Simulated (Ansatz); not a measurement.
Geometry optimisation, UKS PBE0-D4/def2-SVP in Ansatz.

input.yaml

```yaml
crystal:
  periodic: [false, false, false]
  atoms:
    - { symbol: Si, position_ang: [0.027264, -0.016241, -0.101608] }
    - { symbol: H, position_ang: [0.218202, -0.133237, 1.355823] }
    - { symbol: H, position_ang: [1.356198, 0.028054, -0.779372] }
    - { symbol: H, position_ang: [-0.727244, 1.235685, -0.41304] }
    - { symbol: H, position_ang: [-0.749815, -1.189104, -0.602767] }
    - { symbol: "N", position_ang: [0.324258, -0.201883, 3.613883] }
    - { symbol: H, position_ang: [-0.646347, -0.541719, 3.722612] }
    - { symbol: H, position_ang: [0.198884, 0.818444, 3.725869] }
magnetization:
  spin_polarized: true
  initial_magnetization: 1
basis:
  gaussian: { orbitals: def2-SVP }
hamiltonian:
  xc: pbe0
  dispersion: d4
relax:
  f_tol: 0.03
  max_steps: 50
```

Command:

```bash
$ ansatz run input.yaml --threads 1 --pin off --max-ram 2048MiB --backend cpu --events-out ev --progress --plain --runs-dir out
```

**Question.** Where does it end, and by what steps?

**Answer.** It converged. The force dipped under the threshold on the way, but the program's further checks kept it going. After 19 steps the energy has fallen by 0.015 eV; H2 moved furthest, 0.71 Å.

```
step  energy less start (eV)  largest force component (eV/Å)  accepted
   0                  0.0000                           0.410       yes
   1                  0.0023                           0.672        no
   2                 -0.0063                           0.232       yes
   3                 -0.0084                           0.050       yes
   4                 -0.0074                           0.344        no
   5                 -0.0101                           0.017       yes
   6                 -0.0106                           0.043       yes
   7                 -0.0109                           0.073       yes
   8                 -0.0113                           0.030       yes
   9                 -0.0119                           0.052       yes
  10                 -0.0123                           0.043       yes
  11                 -0.0126                           0.069       yes
  12                 -0.0128                           0.045       yes
  13                 -0.0131                           0.031       yes
  14                 -0.0133                           0.041       yes
  15                 -0.0137                           0.049       yes
  16                 -0.0139                           0.091       yes
  17                 -0.0141                           0.041       yes
  18                 -0.0144                           0.002       yes
  19                 -0.0151                           0.017       yes
```

```xyz
8
Properties=species:S:1:pos:R:3
Si 0.145 -0.051 -0.012
H 0.879 -0.383 1.246
H 1.103 0.055 -1.154
H -0.564 1.254 0.160
H -0.865 -1.115 -0.300
N 0.153 -0.082 3.652
H -0.738 -0.577 3.477
H -0.111 0.898 3.452
```

Whether the end is a true minimum wasn't checked by a vibrational analysis.

Time of the run: 21 s on 1 thread of AMD EPYC 9R45 96-Core Processor (Zen 5), with other jobs on the host, peak memory 0.16 GiB.
